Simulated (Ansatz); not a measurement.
Results of PBE (plane waves, PAW; Ansatz, a program for electronic structure) for fcc Ca.

Run with plane-wave cutoff 520 eV, 12×12×12 k mesh, Fermi–Dirac smearing 0.1 eV, perturbation theory, scalar-relativistic PAW data made under PBE.

Computed at the level's own relaxed cell.

Harmonic phonon frequencies (cm⁻¹; i marks an imaginary mode):

```
q point  frequencies
-------  -----------
X        128 128 164
L          76 76 154
W        108 147 147
```

No imaginary mode appears at these points.
